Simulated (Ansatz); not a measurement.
## C axis length of Bi (model structure, started from the omega type, P6/mmm, No. 191, 3 atoms in the cell) at several levels of theory

No measured value is used here.

```json
[
 {"level (code)": "PBE (Ansatz)", "value (Å)": "3.391"},
 {"level (code)": "PBEsol (Ansatz)", "value (Å)": "3.335"},
 {"level (code)": "PBE-D3(BJ) (Ansatz)", "value (Å)": "(withheld)"}
]
```

### Question
Complete the blanks.

### Answer

- PBE-D3(BJ) (Ansatz, a quantum-chemistry and plane-wave program), value (Å): 3.339

Density-functional levels without +SOC have no spin–orbit coupling. Ansatz's density-functional and Hartree–Fock values are scalar-relativistic unless marked +SOC, with PAW data made under PBE.

A model structure was made by putting elements into a prototype or built by hand; it is no filed structure, need not be a known phase, and can be a saddle point held by its symmetry.
